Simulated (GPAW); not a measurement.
# RPBE-D3(BJ)/real-space grid (scalar-relativistic datasets) run of C2H5Al (SMILES C=[CH][AlH2])

Aim: a geometry optimisation of C2H5Al. The job is set up through an ASE script.

The results are computed with GPAW 26.7.0.

6 further runs of the same task are left out: 5 that didn't finish, 1 set aside as unsound or not needed.

### Step 1. Starting point

C2H5Al has 8 atoms, charge 0, and is taken as a singlet. SMILES: `C=[CH][AlH2]`. All atoms were displaced at random from a relaxed shape. The run starts from this shape.

Bond lengths: C1–C2 1.344 Å, C2–Al3 1.801 Å, C1–H4 1.032 Å, C1–H5 1.165 Å, C2–H6 1.133 Å, Al3–H7 1.601 Å, Al3–H8 1.653 Å. Angles: C1–C2–Al3 117.6°, C1–C2–H6 116.0°, Al3–C2–H6 126.3°, C2–C1–H4 122.2°, C2–C1–H5 122.0°, C2–Al3–H7 122.1°, C2–Al3–H8 121.9°, H4–C1–H5 115.1°, H7–Al3–H8 116.0°.

### Step 2. A geometry optimisation at RPBE-D3(BJ)/real-space grid (scalar-relativistic datasets)

The input, c2h5al.xyz:

```xyz
8

C     -1.024397     0.758247    -0.297676
C      0.232632     0.592823     0.148959
Al     0.870479    -1.089055     0.245213
H     -1.587457    -0.027692    -0.658591
H     -1.487196     1.814760    -0.460945
H      0.768810     1.533436     0.483068
H      2.322112    -1.415245     0.836875
H      0.001845    -2.386174    -0.297828
```

The input, relax.py:

```python
from ase.calculators.mixing import SumCalculator
from ase.io import read, write
from ase.optimize import FIRE2
from dftd3.ase import DFTD3
from gpaw import GPAW
from gpaw.utilities.adjust_cell import adjust_cell

# Structure
atoms = read("c2h5al.xyz")
adjust_cell(atoms, 4.5, h=0.22)

# DFT calculator
dft = GPAW(mode="fd", h=0.22, xc="RPBE", maxiter=100, symmetry="off", txt="-")
atoms.calc = SumCalculator([DFTD3(method="RPBE", damping="d3bj"), dft])

opt = FIRE2(atoms, trajectory="c2h5al.traj")
converged = opt.run(fmax=0.05, steps=100)
print("Converged:", converged)
print(f"Final energy: {atoms.get_potential_energy():.5f} eV")
print(f"r(Al2-C1)               {atoms.get_distance(2, 1):.4f} Ang")
print(f"r(H6-Al2): {atoms.get_distance(6, 2):.4f} Ang")
write("relaxed.xyz", atoms)
```

Started as:

```
python3 -u relax.py | tee relax.out
```

Log:

```text
[...]
Number of symmetries: 1
[...]
  Number of IBZ points: 1
[...]
Spin-components: 1 (collinear spins)
Bands:           14
[...]
  Valence electrons: 16.0
[...]
  Grid points: [60 64 48]
  Charge: 0.0  # |e|
[...]
    cutoffs:
[...]
occupation numbers:
  # Zero width
[...]
xc functional:
  name: RPBE with 2 nearest neighbor stencil
[...]
|iter     |     time |      energy | eigst |  dens |
[...]
|iter:   1| 00:00:02 |  -40.281791 | +1.09 |       |
[...]
Converged in 14 steps
[...]
dipole moment: (-0.174789, 0.289346, -0.047057)  # |e|*Ang
Fermi level: -4.657
[...]
Converged in 12 steps
[...]
Converged in 8 steps
[...]
Converged in 8 steps
[...]
Converged in 8 steps
[...]
|iter:   8| 00:04:29 |  -36.438014c| -7.47c| -5.00c|
Converged in 8 steps
[...]
Energy contributions relative to reference atoms: (reference = -8728.670337)
Energy contributions:
  Kinetic:          38.569093
  Coulomb:         -42.067941
  Zero:              0.320934
  External:          0.000000
  Xc:              -33.260100
  Entropy:           0.000000
  Spinorbit:         0.000000
  ----------------------------
  Free energy:     -36.438014
  Extrapolated:    -36.438014
dipole moment: (-0.088493, 0.163749, -0.013093)  # |e|*Ang
Fermi level: -4.623
Eigenvalues  # (at kpt = [0.000, 0.000, 0.000])
| band index |      eig [eV] | occ [0-2] |
|------------|---------------|-----------|
|          0 |       -18.730 |     2.000 |
|          1 |       -13.899 |     2.000 |
|          2 |       -11.300 |     2.000 |
|          3 |       -10.019 |     2.000 |
|          4 |        -9.110 |     2.000 |
|          5 |        -7.096 |     2.000 |
|          6 |        -6.988 |     2.000 |
|          7 |        -6.796 |     2.000 |
|          8 |        -2.450 |     0.000 |
|          9 |        -0.788 |     0.000 |
|         10 |        -0.325 |     0.000 |
|         11 |         0.103 |     0.000 |
[...]
Gap: 4.346 eV
Transition (v -> c):
[...]
Forces  # eV/Ang
|        x |        y |        z |
|----------|----------|----------|
| -0.11493 |  0.07851 | -0.05276 |  # C    0
| -0.00581 |  0.03895 | -0.00567 |  # C    1
|  0.13952 | -0.15678 |  0.01746 |  # Al   2
| -0.07431 |  0.01363 | -0.05746 |  # H    3
| -0.02104 |  0.02846 | -0.01022 |  # H    4
|  0.00020 |  0.05586 | -0.02399 |  # H    5
|  0.03375 | -0.00476 | -0.03013 |  # H    6
|  0.01457 | -0.02562 |  0.01290 |  # H    7
Force computation time: 0.043  # s
FIRE2:   34 hh:mm:ss      -37.212888        0.042861
Converged: True
Final energy: -37.21289 eV
r(Al2-C1)               1.9457 Ang
r(H6-Al2): 1.6034 Ang
```

Run time: 4.5 min. Hardware: 1 thread of Arm Neoverse V1, shared host; peak memory 0.54 GiB.

The path in brief:

```tsv
step	energy from the first frame kept (eV)	largest force (eV/Å)
0	0.0000	3.9022
2	-0.2780	2.6556
4	-0.3740	0.8803
6	-0.3890	0.6806
8	-0.3910	0.5064
10	-0.3932	0.3757
12	-0.3956	0.2796
14	-0.3981	0.2678
16	-0.4007	0.2515
18	-0.4034	0.2292
20	-0.4060	0.2054
22	-0.4084	0.1808
24	-0.4109	0.1507
26	-0.4132	0.1213
28	-0.4154	0.1141
30	-0.4179	0.1031
32	-0.4203	0.0700
34	-0.4225	0.0429
```

After the run. Bond lengths: C1–C2 1.347 Å, C2–Al3 1.946 Å, C1–H4 1.094 Å, C1–H5 1.095 Å, C2–H6 1.097 Å, Al3–H7 1.603 Å, Al3–H8 1.599 Å. Angles: C1–C2–Al3 119.5°, C1–C2–H6 116.7°, Al3–C2–H6 123.8°, C2–C1–H4 121.8°, C2–C1–H5 123.1°, C2–Al3–H7 121.9°, C2–Al3–H8 116.2°, H4–C1–H5 115.0°, H7–Al3–H8 121.8°.

### Step 3. Outcome

At RPBE-D3(BJ)/real-space grid (scalar-relativistic datasets):

| quantity | value |
| --- | --- |
| energy as printed (from the program's reference atoms) | -37.2129 eV |
| dipole moment | 0.90 D |
| HOMO energy | -6.80 eV |
| LUMO energy | -2.45 eV |
| HOMO–LUMO gap | 4.35 eV |
| dispersion energy | -74.76 kJ/mol |

In words: At the final geometry: Bond lengths: C1–C2 1.347 Å, C2–Al3 1.946 Å, C1–H4 1.094 Å, C1–H5 1.095 Å, C2–H6 1.097 Å, Al3–H7 1.603 Å, Al3–H8 1.599 Å. Angles: C1–C2–Al3 119.5°, C1–C2–H6 116.7°, Al3–C2–H6 123.8°, C2–C1–H4 121.8°, C2–C1–H5 123.1°, C2–Al3–H7 121.9°, C2–Al3–H8 116.2°, H4–C1–H5 115.0°, H7–Al3–H8 121.8°. The optimisation took 34 steps and changed the energy by -0.422 eV.
